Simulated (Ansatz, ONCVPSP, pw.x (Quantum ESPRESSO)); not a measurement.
**niobium (Nb): does the ONCV potential hold in the solid?**

| Property | Result |
| --- | --- |
| Element | niobium (Nb) |
| Generator | ONCVPSP 4.0.1.1 (patched build) |
| Type | optimised norm-conserving Vanderbilt (ONCV) |
| Functional | LDA (Perdew-Wang 92) |
| Relativity | scalar-relativistic |
| Frozen core | [Ar] 3d10 |
| Valence charge | 13 |
| Reference configuration | 4s2 4p6 4d4 5s1 |
| Partial waves | 4s+5s: rc 2.25 bohr, ncon 4, nbas 8, qcut 4.9 1/bohr, 2 projectors; 4p: rc 2.15 bohr, ncon 4, nbas 9, qcut 6.4 1/bohr, 2 projectors, debl 1.9 Ha; 4d: rc 2.20 bohr, ncon 4, nbas 8, qcut 6.6 1/bohr, 2 projectors, debl 0.9 Ha |
| Local potential | polynomial inside 2.05 bohr (lpopt 4, dvloc0 4 Ha) |
| Core correction | none |

Crystal test: fcc Nb in pw.x 7.5, no spin, 14³ k-points, Fermi–Dirac smearing 0.01 Ry, cutoffs 45/180 Ry. The reference is all-electron LAPW (Ansatz 0.2.0) with the same functional, mesh and smearing; V0 and B0 come from Birch–Murnaghan fits to the pressures at five volumes. Errors are pseudo minus all-electron; Δ is the rms difference of the E(V) curves that follow from these fits, minima aligned, over ±6 % about the mean V0. Mesh and smearing are coarse, so the numbers serve the comparison and aren't converged zero-temperature values; the lattice is a test structure that the element need not adopt.

All-electron: a0 = 4.141 Å (V0 = 17.75 Å³/atom), B0 = 181.7 GPa.

How far does the potential miss the all-electron equation of state?

mean pressure error (GPa): +3.07; a0 (Å): 4.163; a0 error (%): +0.53; B0 error (%): +0.9; Δ (meV/atom): 11.4. This is a poor potential for the solid. Atomic configuration tests: 1 of 4 tests not solved or not reliable.

```tsv
V (Å³/atom)	P all-electron (GPa)	P pseudo (GPa)
16.812	10.89	14.66
17.255	5.41	8.78
17.697	0.54	3.56
18.139	-3.80	-1.07
18.582	-7.66	-5.20
```

At the middle volume, how do free energy and pressure move when the wave cutoff is lowered (ecutrho kept at four times it)?

```
cutoff (Ry)  shift of F (meV/atom)  shift of P (GPa)
         20                +2114.2            -75.58
         27                 +195.3            -11.46
         36                   +5.1             -0.56
```

Input at the middle volume:

```
&control
  calculation='scf', prefix='x', pseudo_dir='./', outdir='./tmp', tstress=.true., disk_io='none'
/
&system
  ibrav=0, nat=1, ntyp=1, ecutwfc=45, ecutrho=180, nbnd=14,
  occupations='smearing', smearing='fd', degauss=0.01
/
&electrons
  conv_thr=1e-09, mixing_beta=0.4, electron_maxstep=70
/
ATOMIC_SPECIES
Nb 1.0 Nb.UPF
CELL_PARAMETERS angstrom
  0.00000000 2.06834613 2.06834613
  2.06834613 0.00000000 2.06834613
  2.06834613 2.06834613 0.00000000
ATOMIC_POSITIONS crystal
Nb 0.0000 0.0000 0.0000
K_POINTS automatic
14 14 14 0 0 0
```

```bash
pw.x < Nb.scf.in > Nb.scf.out
```

Lines of the output:

```
Message from routine setup:
     using ibrav=0 with symmetry is DISCOURAGED, use correct ibrav instead
     lattice parameter (alat)  =       5.5276  a.u.
     unit-cell volume          =     119.4253 (a.u.)^3
     number of electrons       =        13.00
     number of Kohn-Sham states=           14
     kinetic-energy cutoff     =      45.0000  Ry
     charge density cutoff     =     180.0000  Ry
     scf convergence threshold =      1.0E-09
     Exchange-correlation= SLA  PW   NOGX NOGC
     number of k points=   104  Fermi-Dirac smearing, width (Ry)=  0.0100
     iteration #  1     ecut=    45.00 Ry     beta= 0.40
     total energy              =    -115.48069744 Ry
     estimated scf accuracy    <       0.08291346 Ry
     iteration #  2     ecut=    45.00 Ry     beta= 0.40
     total energy              =    -115.48239112 Ry
     estimated scf accuracy    <       0.01036599 Ry
     iteration #  3     ecut=    45.00 Ry     beta= 0.40
     total energy              =    -115.48353184 Ry
     estimated scf accuracy    <       0.00058213 Ry
     iteration #  4     ecut=    45.00 Ry     beta= 0.40
     total energy              =    -115.48357034 Ry
     estimated scf accuracy    <       0.00001462 Ry
     iteration #  5     ecut=    45.00 Ry     beta= 0.40
     total energy              =    -115.48357427 Ry
     estimated scf accuracy    <       0.00000108 Ry
     iteration #  6     ecut=    45.00 Ry     beta= 0.40
     total energy              =    -115.48357443 Ry
     estimated scf accuracy    <          1.2E-09 Ry
     iteration #  7     ecut=    45.00 Ry     beta= 0.40
     total energy              =    -115.48357443 Ry
     estimated scf accuracy    <          5.7E-09 Ry
     iteration #  8     ecut=    45.00 Ry     beta= 0.40
     the Fermi energy is    18.2505 ev
!    total energy              =    -115.48357443 Ry
     estimated scf accuracy    <          8.1E-11 Ry
     smearing contrib. (-TS)   =      -0.00653718 Ry
     The total energy is F=E-TS. E is the sum of the following terms:
     one-electron contribution =     -18.53078937 Ry
     hartree contribution      =      15.82344895 Ry
     xc contribution           =     -13.64978676 Ry
     ewald contribution        =     -99.11991008 Ry
     convergence has been achieved in   8 iterations
          total   stress  (Ry/bohr**3)                   (kbar)     P=       35.64
     Message from routine punch:
     Nothing written, as per user request (disk_io='none')
```

The run at the middle volume (104 k-points, 8 iterations) took about 6 s on one core of a shared host (Intel(R) Xeon(R) 6975P-C, 192 threads, 378 GiB, load 94).
